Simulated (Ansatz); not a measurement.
The same path of CH5SSi (8 atoms, charge 1, multiplicity 1) was run twice with different band settings. The coordinate that changes most is the dihedral Si1–C2–S3–H8.

These are results of RHF/def2-TZVP (Ansatz), not measurements.

Relaxed end points:

```xyz
8
Properties=species:S:1:pos:R:3
Si -0.825 0.950 -0.933
C 0.128 0.290 0.327
S 0.560 -1.377 0.327
H -1.291 0.114 -2.033
H -1.182 2.362 -0.918
H 0.488 0.875 1.152
H 1.879 -1.395 0.532
H 0.243 -1.819 1.547
```

```xyz
8
Properties=species:S:1:pos:R:3
Si -0.754 0.842 -0.817
C 0.228 0.462 0.528
S 0.926 -1.058 0.984
H -1.124 -0.178 -1.794
H -1.238 2.201 -1.010
H 0.502 1.215 1.243
H -0.068 -1.948 0.972
H 1.529 -1.537 -0.105
```

Common settings: spring 5.0 eV/Å²; optimiser quadratic models (default); start path IDPP; force threshold 0.05 eV/Å; iteration limit 60; end points relaxed.

| run | movable images | climbing image |
| --- | --- | --- |
| 1 | 7 | yes |
| 2 | 3 | no |

Problem. What does each run give, and how far can it be trusted?

Solution. Run 1: converged after 6 iterations, highest image 0.331 eV above the first end. A vibrational analysis at the climbing image gives one clearly imaginary mode, 275i cm⁻¹: a first-order saddle point.
Run 2: converged after 5 iterations, highest image 0.322 eV above the first end. No image climbed, so the highest image needn't sit at the top of the path. So few images can step over the top or miss a turn of the path.
Limits of this set-up: the dipole of an ion depends on the origin.
